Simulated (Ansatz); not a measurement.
Two structures, one formula

Two relaxed structures of C$_{2}$H$_{7}$Si (charge -1), closed shell (PBE0-D4/def2-TZVPD; forces vanish, vibrations not checked).

A:

```xyz
10
angstrom
C -1.0847 0.7196 -0.7085
C 0.3293 0.2200 -0.5849
Si 0.9166 -0.6639 0.8328
H -1.8376 -0.0049 -1.0914
H -1.1674 1.5992 -1.3701
H -1.4740 1.0483 0.2672
H 0.8355 0.0077 -1.5299
H 0.4494 -2.0858 1.2467
H 0.6208 0.0414 2.1475
H 2.4122 -0.8817 0.7906
```

B:

```xyz
10
angstrom
C -0.7831 0.5382 -0.1605
C 0.6972 0.6302 -0.6604
Si 0.6242 -0.5324 0.7837
H 1.1862 1.6011 -0.5492
H -1.4716 0.1102 -0.8981
H -1.1775 1.4853 0.2252
H 0.8950 0.2373 -1.6607
H 0.0321 -1.9058 0.5330
H 0.4562 0.0857 2.1582
H 2.0867 -1.1066 1.1055
```

Ansatz 0.2.0; basis: def2-TZVPPD; cores frozen in the correlated methods. B3LYP uses VWN-RPA correlation.

(1) Which structure is lower at CCSD(T), and by how much? (Judge from chemistry; the value comes from the calculation.)

No T1 diagnostic of these runs exceeds 0.012. The highest PBE0 orbital of the anion lies well above zero, so the extra electron may be unbound in the gas phase.

## Answers

(1) Computed: A, by 57.4 kJ/mol (electronic energy, against the other). By their contacts, A is C₂H₇Si ([CH3][CH][SiH3]), total charge -1 and B is C₂H₇Si ([CH2]1[CH2][SiH3]1), total charge -1.

All methods give the same order:

```tsv
method	E(B) − E(A) (kJ/mol)
PBE-D4	51.1
r2SCAN-D4	53.1
PBE0-D4	51.0
B3LYP-D4	61.9
wB97M-V	53.5
HF	72.9
MP2	56.6
CCSD	58.5
CCSD(T)	57.4
```

Labels in which every atom is bracketed show which atoms are joined, not bond orders.

For scale, one of the runs: CCSD(T)/def2-TZVPPD, 241 basis functions, launched by `ansatz run in.yaml --threads 2 --pin off --events-out ev --progress --plain --max-ram 4352MiB`. Hardware: 2 CPU threads of an Intel Xeon 6975P-C, shared host. Wall time 2.6 min; peak host memory 1.9 GiB.
